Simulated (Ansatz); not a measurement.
We consider chalcopyrite CdGeAs₂, described by r²SCAN+rVV10 (Ansatz, a program for electronic structure, PAW).

Run with plane-wave cutoff 560 eV, 8×8×8 k mesh, Fermi–Dirac smearing 0.01 eV, scalar-relativistic PAW data made under PBE.

Shape and atoms are relaxed at each volume.

Pressure at four volumes; x = ln(V/24.925 Å³). One pressure is withheld.

```csv
V (Å³/atom),x,P (GPa)
23.928,-0.0408,2.88
24.925,0.0000,0.00
25.423,0.0198,-1.21
25.922,0.0392,?
```

### Question
Pass a parabola P(x) through the three rows shown, estimate the bulk modulus and its pressure derivative near zero pressure, and predict the withheld pressure.

### Answer
Slopes between the rows: (0.00 − (2.88))/(0.0000 − (-0.0408)) = -70.59 and (-1.21 − (0.00))/(0.0198 − (0.0000)) = -61.11 GPa. Their difference over the span 0.0606 is c = 9.48/0.0606 = 156.4 GPa, so P(x) = 2.88 + (-70.59)(x − (-0.0408)) + 156.4 (x − (-0.0408))(x − (0.0000)). At the middle row B = −dP/dx = −[-70.59 + 156.4 × 0.0408] = 64.2 GPa, and B′ = dB/dP = 2c/B = 4.9. At x = 0.0392 the parabola gives -2.28 GPa; the run gives -2.28 GPa. The Birch–Murnaghan fit to the energies at all volumes has B0 = 63.9 GPa and B′ = 4.8.

Measured, for comparison: bulk modulus 69.9 GPa (temperature not stated, not corrected to a static lattice; as tabulated in Toher et al. (2017), arXiv:1611.05714). Computed (rounded) less measured: bulk modulus -9 %.

Note: the bulk modulus comes from volumes at which shape and atoms were relaxed.
